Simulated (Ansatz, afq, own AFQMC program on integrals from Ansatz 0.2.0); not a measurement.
# Breaking C1–H3 in CHF, singlet

```xyz
3

C    -0.1260   -0.4787   -0.1172
F     0.8863    0.0518    0.4909
H    -0.7603    0.4269   -0.3736
```

Products: CF (doublet) and H (doublet), each relaxed with PBE0/def2-SVP like the molecule; electronic energies without zero-point terms. Determinants: RHF, UHF and UHF in that order.

Basis def2-TZVP. Noble-gas cores (and the filled d shells of Ga–Kr and In–Xe) are frozen. AFQMC by an in-house program on the Cholesky factors that Ansatz 0.2.0 writes for its CCSD(T) run. The CISD trial takes its coefficients from CCSD amplitudes. Released means that phaseless walkers are propagated on without the constraint, phases kept. ± is one standard error of the sampling. The errors of all members are added in quadrature.

No full CI on the walks' own integrals is used here; CCSDT(Q) serves as the reference and is uncertain by about the last step of the cluster series. Each member takes its own surest rung, up to full CI.

The best estimate is CCSD(T) at the basis-set limit (CBS: def2-TZVPP and def2-QZVPP, with their diffuse functions for anions and beside diffuse sets, CCSD(T) itself extrapolated) plus the step from CCSD(T) to CCSDT(Q) in def2-TZVP. Rows without CBS are in def2-TZVP; B2PLYP and the wave-function rows carry a basis error of their own. Core correlation and relativity beyond core potentials are missing, and ± holds the sampling alone.

Cautions: CHF (singlet): higher spins were not checked, restricted determinant unstable towards unrestricted (UHF 220 meV lower, ⟨S²⟩ 0.51); CF (doublet): the released energies are still falling, so no released level is given (meV from the phaseless value at times in 1/Eh: -1 ± 3 at 0.24, -11 ± 4 at 0.51, -14 ± 4 at 0.99, -17 ± 6 at 1.62, -18 ± 16 at 2.40), though the last usable value meets CCSDT(Q) within the noise.

```
  level  bond energy (kcal/mol)
wB97M-V                    79.5
    MP2                    74.3
   CCSD                    76.1
```

Problem. From these cheaper values, estimate the bond energy at the level of the best estimate.

Solution. 80.2 kcal/mol (best estimate, highest rung CCSDT(Q)).

```csv
level,bond energy (kcal/mol),error against the best estimate (kcal/mol)
HF,53.9,-26.3
CCSD(T),76.7,-3.6
CCSDT,76.7,-3.5
CCSDT(Q),76.7,-3.5
ph-AFQMC/CISD,76.9 ± 0.2,-3.4 ± 0.2
HF/CBS,54.1,-26.1
MP2/CBS,78.4,-1.8
CCSD(T)/CBS,80.1,-0.1
```

Correlation beyond CCSD(T) adds 0.1 kcal/mol. Going to the basis-set limit adds 3.5 kcal/mol at CCSD(T). The perturbative (T) step is worth +0.5 kcal/mol.

Best estimates are given only where the step beyond CCSD(T) is under 0.3 eV and no member's determinant is very poor (T1 over 0.05, or 0.07 for open shells, ⟨S²⟩ too high by 0.3, two states mixed), so the hardest cases are missing from such tables.

The functionals ran in a triple-zeta set and keep a basis error of their own, a few kJ/mol for each bond in atomization energies and more for double hybrids, so close places among them and the extrapolated levels can swap.

CCSDT and higher add their correlation energy to the determinant of the CCSD(T) run, since their own runs factorise the integrals more tightly (a shift of under 2 meV). Each member of a difference takes its own highest rung, so a best estimate needn't equal the limit plus the step of one row. A walk keeps the symmetry of its determinant, which the program's search chose and which needn't be the lowest solution, so a lower state of the same spin and another symmetry isn't excluded.
